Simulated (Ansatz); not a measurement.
Cost and result for the atomization energy of `COC(C)=O` (11 atoms, 10 bonds).

```xyz
11

C    -1.0534    0.7957    1.2894
O    -0.0200    0.6873    0.3165
C     0.0747   -0.5074   -0.2859
C     1.1869   -0.5177   -1.2885
O    -0.6508   -1.4313   -0.0356
H    -2.0294    0.6175    0.8357
H    -0.9036    0.0723    2.0922
H    -0.9931    1.8107    1.6759
H     1.0109    0.2486   -2.0458
H     1.2457   -1.4972   -1.7559
H     2.1322   -0.2786   -0.7979
```

Total charge 0; spin multiplicity 1. All single points use the PBE0-D4/def2-TZVP geometry. Program: Ansatz. All runs use 4 threads of a server CPU on a shared host. Times are those of one run each, without the atoms' runs, and a repeat can differ threefold. Electronic energies, without spin–orbit coupling; frozen cores. CCSD(T)/CBS adds CCSD(T) − MP2 in def2-TZVPP to the MP2 limit, and its time is that of the two runs behind it. T1 = 0.014. B3LYP takes the VWN-RPA correlation (the form of Gaussian; ORCA's B3LYP/G). HSE06 is the plane-wave form, built on full-range PBE exchange.

CCSD(T)/CBS is a level of theory with its own doubt, some kJ/mol a heavy atom from the limit and from the frozen cores, so smaller differences don't rank the functionals.

```csv
level,functions,wall time
BLYP-D4/def2-TZVPP,239,2 s
PBE-D4/def2-TZVPP (with forces),239,2.4 s
PBE0-D4/def2-TZVPP,239,2.6 s
HSE06-D4/def2-TZVPP,239,2.9 s
CAM-B3LYP-D4/def2-TZVPP,239,3 s
B3LYP-D4/def2-TZVPP (with forces),239,4.1 s
r2SCANh-D4/def2-TZVPP,239,4.7 s
PBE-QIDH/def2-TZVPP,239,5.5 s
CCSD(T)/def2-SVP,100,6 s
B97M-V/def2-TZVPP,239,8 s
MP2/def2-QZVPP,465,23 s
CCSD(T)/def2-TZVPP,239,2.8 min
CCSD(T)/CBS(def2),–,3.2 min
```

(1) What atomization energy does each give, and how far from CCSD(T)/CBS? (Estimate.)

## Answers

(1) Ansatz gave: 
| level | atomization (kcal/mol) | difference from CCSD(T)/CBS | per bond |
| --- | --- | --- | --- |
| BLYP-D4/def2-TZVPP | 1091.6 | 5.2 | 0.5 |
| PBE-D4/def2-TZVPP (with forces) | 1120.5 | 34.1 | 3.4 |
| PBE0-D4/def2-TZVPP | 1092.8 | 6.4 | 0.6 |
| HSE06-D4/def2-TZVPP | 1093.8 | 7.4 | 0.7 |
| CAM-B3LYP-D4/def2-TZVPP | 1093.6 | 7.2 | 0.7 |
| B3LYP-D4/def2-TZVPP (with forces) | 1087.4 | 1.0 | 0.1 |
| r2SCANh-D4/def2-TZVPP | 1083.5 | -2.9 | -0.3 |
| PBE-QIDH/def2-TZVPP | 1081.3 | -5.1 | -0.5 |
| CCSD(T)/def2-SVP | 1039.8 | -46.6 | -4.7 |
| B97M-V/def2-TZVPP | 1088.4 | 2.0 | 0.2 |
| MP2/def2-QZVPP | 1099.2 | 12.8 | 1.3 |
| CCSD(T)/def2-TZVPP | 1059.7 | -26.7 | -2.7 |
| CCSD(T)/CBS(def2) | 1086.4 | 0.0 | 0.0 |

From PBE to PBE0 (25 % exact exchange), in def2-TZVPP and without D4, the atomization energy moves by −27.0 kcal/mol: exact exchange takes away binding that semilocal exchange gives to molecules. Leaving LDA and LC-ωPBE aside and taking each functional with its dispersion term where it has one, the values, not all of them listed here, spread over 73.9 kcal/mol, from BHLYP-D4 to PBE-D4. LDA lies +146.9 kcal/mol from PBE without D4, its usual overbinding. At CCSD(T), def2-SVP lies −46.7 kcal/mol from the extrapolated value and def2-TZVPP −26.8 kcal/mol: correlation converges slowly with the basis, and small sets miss more of it in the bonded molecule than in its fragments.
